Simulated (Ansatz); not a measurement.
A nudged elastic band was laid between two geometries of F2Si + H2 (5 atoms, charge 0, multiplicity 1).

All numbers below come from Ansatz 0.2.0, RKS PBE0-D4/def2-TZVP.

- movable images: 7
- climbing image: yes
- spring: 5.0 eV/Å²
- optimiser: quadratic models (default)
- start path: through a guess of the saddle point
- force threshold: 0.05 eV/Å
- iteration limit: 60
- end points: relaxed

First end point:

```xyz
5
Properties=species:S:1:pos:R:3
Si 0.909 0.381 -1.071
F 0.982 1.389 0.173
F 1.533 -0.939 -0.413
H -1.871 -0.621 0.387
H -1.552 -0.210 0.924
```

Last end point:

```xyz
5
Properties=species:S:1:pos:R:3
Si -0.050 -0.013 0.015
F 0.531 1.454 -0.146
F 1.096 -1.042 -0.360
H -1.161 -0.183 -0.938
H -0.416 -0.217 1.429
```

Problem. What changes between the two ends?

Solution. Bonds broken: H4–H5. Bonds formed: Si1–H4, Si1–H5. F2Si + H2 becomes F2H2Si.

Problem. Give the energies along the band, and the barrier.

Solution. The forces met the threshold. The highest image is number 5 of 0 to 8, 46.0 kcal/mol above the first end and 85.1 kcal/mol above the last; the last end lies 39.0 kcal/mol below the first. Neighbouring images differ by up to 1.6 eV, so the band resolves the path poorly. A vibrational analysis at the climbing image gives one clearly imaginary mode, 1518i cm⁻¹: a first-order saddle point. The orbitals stay closed-shell, which can raise the energy where a bond breaks towards radicals; this wasn't checked here.

```
image  path coordinate (Å)  energy (kcal/mol)  H4–H5 (Å)  Si1–H4 (Å)  Si1–H5 (Å)
    0                 0.00                0.0       0.75        3.30        3.22
    1                 0.39                0.1       0.75        3.10        3.09
    2                 0.79                0.6       0.75        2.69        2.77
    3                 1.18                2.9       0.75        2.21        2.42
    4                 1.57               18.1       0.87        1.73        2.01
    5                 1.97               46.0       1.23        1.48        1.76
    6                 2.38                8.5       1.60        1.44        1.51
    7                 2.79              -29.2       2.06        1.46        1.45
    8                 3.20              -39.0       2.48        1.47        1.47
```

Problem. What is the geometry of the highest image?

Solution. 
```xyz
5
Properties=species:S:1:pos:R:3
Si 0.145 0.104 -0.491
F 0.722 1.464 0.096
F 1.245 -1.023 -0.275
H -1.277 -0.233 -0.238
H -0.834 -0.311 0.909
```

Run time: 95 s on 2 threads of Arm Neoverse V1, on a shared host, peak memory 0.18 GiB.
